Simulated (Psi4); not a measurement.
This Psi4 input (PBE0/pcseg-2) gives -40.47547 Eh with 86 basis functions.

```
memory 8100 MB

molecule {
0 1
C    -0.00000000    0.00000000   -0.00000000
H     0.62054657    0.62688914    0.63896175
H    -0.64285838   -0.62489528    0.61852983
H     0.63693263   -0.63278043   -0.61664082
H    -0.61462083    0.63078657   -0.64085076
}

set {
  basis pcseg-2
  scf_type df
}

energy('pbe0')
print_variables()
```

Change:
```diff
- basis pcseg-2
+ basis aug-pcseg-2
```

### Question
What does the run give now?

### Answer
-40.47558 Eh (PBE0/aug-pcseg-2, 138 functions), a change of -0.11 mEh.
